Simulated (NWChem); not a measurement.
System: NO anion, triplet

NWChem input:

```
start job
memory heap 200 mb stack 900 mb global 1100 mb
charge -1
geometry units angstroms noautosym nocenter noautoz
  N      0.000000     0.000000    -0.679222
  O      0.000000     0.000000     0.592909
end
basis spherical
  N library sto-3g
  O library sto-3g
end
dft
  odft
  mult 3
  xc b3lyp
  iterations 150
end
cosmo
  do_cosmo_smd true
  solvent water
end
task dft energy
```

NWChem printed, in part:

```
             Northwest Computational Chemistry Package (NWChem) 7.3.0
             --------------------------------------------------------

                             Geometry "geometry" -> ""
                             -------------------------

 Output coordinates in angstroms (scale by  1.889725989 to convert to a.u.)

  No.       Tag          Charge          X              Y              Z
 ---- ---------------- ---------- -------------- -------------- --------------
    1 N                    7.0000     0.00000000     0.00000000    -0.67922200
    2 O                    8.0000     0.00000000     0.00000000     0.59290900

 Effective nuclear repulsion energy (a.u.)      23.2947125288

                                 NWChem DFT Module
                                 -----------------

 Summary of "ao basis" -> "ao basis" (spherical)
 ------------------------------------------------------------------------------
       Tag                 Description            Shells   Functions and Types
 ---------------- ------------------------------  ------  ---------------------
 N                           sto-3g                  3        5   2s1p
 O                           sto-3g                  3        5   2s1p

 in cosmo_initialize ...
 calling solv_data for solv:h2o

 solvent parameters
 solvname_short: h2o
 solvname_long:  water
 dielec:       78.4000
 dielecinf:     1.7769
 aqueous SMD model solvent descriptors
 dielec:       78.4000
 sola:          0.8200

          ---------------
          -cosmo- solvent
          ---------------
 Cosmo: York-Karplus, doi: 10.1021/jp992097l
 dielectric constant -eps-     =  78.40
 screen = (eps-1)/(eps    )    =   0.98724
 surface charge correction     = lagrangian

   van der Waals surface
 --------------------------

 ---------- ATOMIC COORDINATES (A.U.) ------------ VDWR(ANG.) --
     1    0.00000000    0.00000000   -1.28354347     1.890
     2    0.00000000    0.00000000    1.12043555     1.520
 number of segments per atom =        128
 number of   points per atom =        128
 atom (   nspa,  nppa )
 ----------------------
    1 (    104,     0 )       0
    2 (     80,     0 )       0
 number of -cosmo- surface points =      184
 molecular surface =     51.341 angstrom**2
 molecular volume  =     33.783 angstrom**3
 -lineq- algorithm             =   0
 -bem- low  level              =   3
 -bem- from -octahedral-
 gaussian surface charge width =   4.50000
 degree of switching           =   1.00000
 switching function tolerance  =   0.00010
 atomic radii =
 --------------
    1  7.000  1.890
    2  8.000  1.520
 ...... end of -cosmo- initialization ......

[...]

                                COSMO-SMD solvation results
                                ---------------------------

             internal energy in gas <Psi(g)|H|Psi(g)> =      -127.943048192521
         internal energy in solvent <Psi(s)|H|Psi(s)> =      -127.942970925709
                               delta internal energy  =         0.000077266813 (    0.05 kcal/mol)
   total free energy in solvent <Psi(s)|H+V/2|Psi(s)> =      -128.073126162656
 polarization energy contribution <Psi(s)|V/2|Psi(s)> =        -0.130155236947 (  -81.67 kcal/mol)
    total free energy in solvent including G(SMD-CDS) =      -128.069791294210
                       G(SMD-CDS) energy contribution =         0.003334868446 (    2.09 kcal/mol)
     1 M fixed-concentration free energy of solvation =        -0.126743101689 (  -79.53 kcal/mol)

                    DFT Final Alpha Molecular Orbital Analysis
                    ------------------------------------------

 Vector    7  Occ=1.000000D+00  E=-8.451504D-02
              MO Center= -2.0D-15,  1.5D-15, -2.0D-01, r^2= 1.2D+00
   Bfn.  Coefficient  Atom+Function         Bfn.  Coefficient  Atom+Function
  ----- ------------  ---------------      ----- ------------  ---------------
    10     -0.623048  2 O  pz                 5      0.591292  1 N  pz
     2     -0.441620  1 N  s                  7     -0.230708  2 O  s
     1      0.092112  1 N  s                  6      0.043564  2 O  s

 Vector    8  Occ=1.000000D+00  E= 1.420241D-01
              MO Center=  1.2D-16,  2.3D-18, -1.6D-01, r^2= 9.2D-01
   Bfn.  Coefficient  Atom+Function         Bfn.  Coefficient  Atom+Function
  ----- ------------  ---------------      ----- ------------  ---------------
     3      0.820733  1 N  px                 8     -0.717131  2 O  px

 Vector    9  Occ=1.000000D+00  E= 1.420241D-01
              MO Center=  4.4D-19, -2.2D-17, -1.6D-01, r^2= 9.2D-01
   Bfn.  Coefficient  Atom+Function         Bfn.  Coefficient  Atom+Function
  ----- ------------  ---------------      ----- ------------  ---------------
     4      0.820733  1 N  py                 9     -0.717131  2 O  py

 Vector   10  Occ=0.000000D+00  E= 7.123025D-01
              MO Center= -7.6D-17, -6.3D-18, -1.1D-01, r^2= 6.8D-01
   Bfn.  Coefficient  Atom+Function         Bfn.  Coefficient  Atom+Function
  ----- ------------  ---------------      ----- ------------  ---------------
     5      0.999822  1 N  pz                10      0.909456  2 O  pz
     7     -0.632490  2 O  s                  2      0.588588  1 N  s
     6      0.099422  2 O  s                  1     -0.096699  1 N  s

                     DFT Final Beta Molecular Orbital Analysis
                     -----------------------------------------

 Vector    5  Occ=1.000000D+00  E=-4.744852D-02
              MO Center=  4.5D-16,  1.2D-16, -3.2D-01, r^2= 1.2D+00
   Bfn.  Coefficient  Atom+Function         Bfn.  Coefficient  Atom+Function
  ----- ------------  ---------------      ----- ------------  ---------------
     5      0.592275  1 N  pz                10     -0.592727  2 O  pz
     2     -0.511203  1 N  s                  7     -0.199689  2 O  s
     1      0.110185  1 N  s                  6      0.037446  2 O  s

[...]
```

Level: B3LYP/STO-3G, spin-unrestricted, SMD on the gas-phase geometry. Sets without diffuse functions describe the anion's extra electron poorly. The geometry was optimised at B3LYP/def2-SVPD, spin-unrestricted. No stability test was run on the SCF state. The highest occupied level is positive, so the extra electron may be held by the finite basis. The gas-phase anion has a positive highest level at the geometry level, so the gas reference is doubtful. Solvent: water.
